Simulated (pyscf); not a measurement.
# Four-centre exchange: HO–B(F)–F + SiH₄ → H₂O + F–B(F)–SiH₃

Gas phase, singlet surface, charge 0. Bonds broken: O1–B2, Si6–H7. Bonds formed: O1–H7, B2–Si6. Optimised with ωB97X-D3(BJ)/def2-SVP in PySCF.

Transition state (Å):

```xyz
10

O      0.0723    -1.2543     1.1533
B     -1.0921    -0.6678     0.3166
F     -1.4707    -1.5011    -0.6718
F     -2.0532    -0.1556     1.1285
H     -0.0724    -1.0135     2.0826
Si    -0.1845     1.0945    -0.7497
H      0.2970    -0.2437     0.5212
H     -1.4786     1.4596    -1.3904
H      0.2886     2.2547     0.0648
H      0.8242     0.7897    -1.8050
```

One imaginary mode, 1430i cm⁻¹; descent along it reached the two sides named, in the forms told below.

| bond | change | reactant side (Å) | saddle | product side |
|---|---|---|---|---|
| O1–B2 | breaks | 1.347 | 1.549 | 1.887 |
| Si6–H7 | breaks | 1.493 | 1.907 | 3.0 |
| O1–H7 | forms | 3.0 | 1.213 | 0.968 |
| B2–Si6 | forms | 3.5 | 2.251 | 2.040 |

Electronic energies relative to the separated reactants (kcal/mol):

```csv
level,barrier,reaction energy,reverse barrier
ωB97X-D3(BJ)/def2-TZVP,57.7,+35.7,22.0
PBE/def2-TZVP,49.4,+34.7,14.7
r²SCAN/def2-TZVP,53.5,+38.4,15.2
B3LYP-D3(BJ)/def2-TZVP,59.4,+37.8,21.5
PBE0-D3(BJ)/def2-TZVP,53.3,+36.3,17.0
M06-2X/def2-TZVP,60.4,+40.2,20.2
ωB97M-D3(BJ)/def2-TZVP,59.7,+38.5,21.3
HF/def2-TZVP,85.7,+43.7,42.0
```

With ωB97M-D3(BJ)/def2-TZVP energies and thermal terms (ideal gas, 1 atm, RRHO with modes under 100 cm⁻¹ raised to 100, one conformer, R ln 2 for chiral ones without a mode under 150 cm⁻¹), in kcal/mol:

| T (K) | ΔH‡ | ΔG‡ | ΔH | ΔG |
|---|---|---|---|---|
| 298 | 58.8 | 68.8 | +39.1 | +37.5 |
| 600 | 59.6 | 78.5 | +39.8 | +35.6 |
| 900 | 60.4 | 87.8 | +40.0 | +33.5 |
| 1200 | 61.2 | 96.8 | +39.9 | +31.3 |

On the product side the descent ends in a complex, 5.4 kcal/mol under the separated species and 27.5 kcal/mol under the saddle at ωB97X-D3(BJ)/def2-TZVP. The same reactants have a lower exit, to HO–SiH₃ + F–BH–F (barrier +24.3 kcal/mol at ωB97M-D3(BJ)/def2-TZVP, against +59.7 kcal/mol here). This is the saddle that the search found; another between the same sides may lie lower.
